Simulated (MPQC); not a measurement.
# C2HO (SMILES [CH]=C=O): ROHF/6-31+G(d) (spherical functions)

What is the vertical ionisation energy of C2HO at ROHF/6-31+G* (spherical functions)? 

The results are computed with MPQC 2.3.1.

8 further runs of the same task are left out: 6 that didn't finish, 2 set aside as unsound or not needed.

### Step 1. The system as given

C2HO: 4 atoms, total charge 0, spin state doublet. As SMILES, `[CH]=C=O`. Geometry: relaxed at GFN2-xTB.

Bond lengths: C1–C2 1.249 Å, C2–O3 1.178 Å, C1–H4 1.047 Å. Angles: C1–C2–O3 178.3°, C2–C1–H4 174.3°.

### Step 2. The energy at ROHF/6-31+G(d) (spherical functions)

run.in reads:

```
% C2HO
molecule<Molecule>: (
  symmetry = auto
  unit = bohr
  { atoms geometry } = {
    C  [ -0.32457936     1.08215167    -0.52309509 ]
    C  [ 0.24870686    -0.96052889     0.51279608 ]
    O  [ 0.74842603    -2.87053178     1.53967326 ]
    H  [ -0.67253463     2.74892790    -1.52937425 ]
  }
)
basis<GaussianBasisSet>: (
  name = "6-31+G*"
  molecule = $:molecule
  basisdir = "."
  puream = yes
)
mpqc: (
  checkpoint = no
  savestate = no
  restart = no
  do_energy = yes
  do_gradient = no
  optimize = no
  mole<HSOSHF>: (
    molecule = $:molecule
    basis = $:basis
    total_charge = 0
    multiplicity = 2
    memory = 1000000000
    print_evals = yes
    print_npa = yes
    maxiter = 60
    guess_wavefunction<HSOSHF>: (
      molecule = $:molecule
      total_charge = 0
      multiplicity = 2
      memory = 1000000000
      value_accuracy = 1e-3
      basis<GaussianBasisSet>: (
        name = "MINI (Huzinaga)"
        molecule = $:molecule
      )
    )
  )
)
```

The basis set 6-31+G* is read from a file made from the Basis Set Exchange's data (not shown).

On the command line:

```bash
$ mpqc -o run.out run.in
```

Output:

```text
MPQC: Massively Parallel Quantum Chemistry
[...]
  LUMO is    12   A =   0.065661
  total scf energy = -151.0771600113
Value of the MolecularEnergy: -151.0771600113
[...]
      symmetry = c1
[...]
      nbasis = 56
[...]
```

It took 9.6 s on 1 thread of Intel Xeon at 2.50GHz (Skylake/Cascade Lake), shared host.

### Step 3. The singlet cation

job.in reads:

```
% emacs should use -*- KeyVal -*- mode
molecule<Molecule>: (
    symmetry = auto
    unit = bohr
    { atoms geometry } = {
        C  [ -0.32457936     1.08215167    -0.52309509 ]
        C  [ 0.24870686    -0.96052889     0.51279608 ]
        O  [ 0.74842603    -2.87053178     1.53967326 ]
        H  [ -0.67253463     2.74892790    -1.52937425 ]
    }
)
basis<GaussianBasisSet>: (
    name = "6-31+G*"
    molecule = $:molecule
    basisdir = "."
    puream = yes
)
mpqc: (
    checkpoint = no
    savestate = no
    restart = no
    do_energy = yes
    do_gradient = no
    optimize = no
    mole<CLHF>: (
        molecule = $:molecule
        basis = $:basis
        total_charge = 1
        memory = 1000000000
        print_evals = yes
        print_npa = yes
        maxiter = 60
        guess_wavefunction<CLHF>: (
            molecule = $:molecule
            total_charge = 1
            memory = 1000000000
            value_accuracy = 1e-3
            basis<GaussianBasisSet>: (
                name = "MINI (Huzinaga)"
                molecule = $:molecule
            )
        )
    )
)
```

The basis set 6-31+G* is read from a file made from the Basis Set Exchange's data (not shown).

On the command line:

```bash
$ mpqc job.in > job.out
```

Output:

```text
MPQC: Massively Parallel Quantum Chemistry
[...]
  LUMO is    11   A =  -0.353694
  total scf energy = -150.6866472456
Value of the MolecularEnergy: -150.6866472456
[...]
      symmetry = c1
[...]
```

It took 7.2 s on 1 thread of Intel Xeon at 2.50GHz (Skylake/Cascade Lake), shared host.

### Step 4. What came out

At ROHF/6-31+G* (spherical functions):

| quantity | value |
| --- | --- |
| doublet C2HO: total energy | -151.07716 Eh |
| singlet cation: total energy | -150.68665 Eh |
| singlet cation: HOMO energy | -19.79 eV |
| singlet cation: LUMO energy | -9.62 eV |
| singlet cation: HOMO–LUMO gap | 10.17 eV |
| vertical ionisation energy (to the singlet cation) | 10.626 eV |

**Reading.** Removing an electron at fixed nuclei costs 10.63 eV (1025 kJ/mol). Only the singlet of the ionised species was computed; a triplet could lie lower.
